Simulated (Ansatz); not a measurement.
Isomers of C2H3N. Isolated molecules, 0 K electronic values unless said otherwise. Strings in code marks are SMILES.

Quantity: electronic energy of isomers of C2H3N relative to `CC#N`, in eV.

A: `C=C=N`
B: `C#CN`
C: `[C-]#[N+]C`

Rank these by electronic energy of isomers of C2H3N relative to `CC#N` (lowest first), as frozen-core CCSD(T) with HF/cc-pVQZ and the correlation energy extrapolated as X^-3 from cc-pVTZ and cc-pVQZ // PBE0-D3(BJ)/def2-TZVP (Ansatz, a quantum-chemistry and plane-wave program) gives it.

C (1.05 eV), A (1.21 eV), B (1.82 eV)
